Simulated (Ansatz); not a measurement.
One change: `BC=N` becomes `N=[CH][AlH2]`.

Ansatz, PBE0-D4/def2-TZVP geometries, multiplicity 1. Each molecule was computed in one conformer, which needn't be the lowest.

```json
{"property": "HOMO energy (B3LYP/def2-TZVPP) / eV", "`BC=N`": "-7.47"}
{"property": "HOMO–LUMO gap (ωB97M-V/def2-TZVPP) / eV", "`BC=N`": "9.67"}
{"property": "HOMO–LUMO gap (PBE/def2-TZVPP) / eV", "`BC=N`": "2.62"}
{"property": "HOMO–LUMO gap (B3LYP/def2-TZVPP) / eV", "`BC=N`": "4.74"}
{"property": "LUMO energy (B3LYP/def2-TZVPP) / eV", "`BC=N`": "-2.74"}
{"property": "HOMO–LUMO gap (PBE0/def2-TZVPP) / eV", "`BC=N`": "5.18"}
```

Question: What does the change do to each property? (Best estimate.)

Answer: Ansatz gave: 
| property | `N=[CH][AlH2]` | shift |
| --- | --- | --- |
| HOMO energy (B3LYP/def2-TZVPP) / eV | -6.79 | 0.68 |
| HOMO–LUMO gap (ωB97M-V/def2-TZVPP) / eV | 9.04 | -0.63 |
| HOMO–LUMO gap (PBE/def2-TZVPP) / eV | 2.69 | 0.07 |
| HOMO–LUMO gap (B3LYP/def2-TZVPP) / eV | 4.53 | -0.21 |
| LUMO energy (B3LYP/def2-TZVPP) / eV | -2.26 | 0.48 |
| HOMO–LUMO gap (PBE0/def2-TZVPP) / eV | 4.96 | -0.22 |

With PBE0 the HOMO rises by 0.70 eV and the LUMO rises by 0.47 eV, so the gap narrows by about 0.23 eV. PBE moves the HOMO by 0.58 eV and ωB97M-V by 0.79 eV.

B3LYP here is the variant with VWN-RPA as its local correlation; programs differ in this.
